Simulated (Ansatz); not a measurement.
## Voigt–Reuss–Hill shear modulus of 2H WS₂ at several levels of theory

No measured value is used here.

Q: Put these levels in order of the Voigt–Reuss–Hill shear modulus that they give for 2H WS₂, smallest first: HSE06-D3(BJ) (Ansatz, a program for electronic structure), LDA (Ansatz), PBE (Ansatz), r²SCAN (Ansatz).

A: PBE (19.6 GPa), r²SCAN (31.9 GPa), LDA (47.9 GPa), HSE06-D3(BJ) (61.5 GPa)

Unless a cell is named, each level is at its own relaxed cell (LDA 17.16, PBE 21.83, r²SCAN 19.10, HSE06-D3(BJ) 16.76 Å³/atom).

The crystal itself was run without spin with r²SCAN, PBE, LDA, HSE06-D3(BJ); a magnetic state was not tried in these runs. Density-functional levels without +SOC have no spin–orbit coupling. r²SCAN, PBE: the cell comes from a level without a dispersion term, which matters for the spacing of layers, chains or molecules. LDA: LDA has no dispersion term either, though it tends to give short spacings of layers, chains or molecules. HSE06-D3(BJ): the dispersion coefficients are held fixed in the derivatives. Each level is taken at its own relaxed cell. Cutoffs and k meshes differ between the levels. Ansatz's density-functional and Hartree–Fock values are scalar-relativistic unless marked +SOC, with PAW data made under PBE.
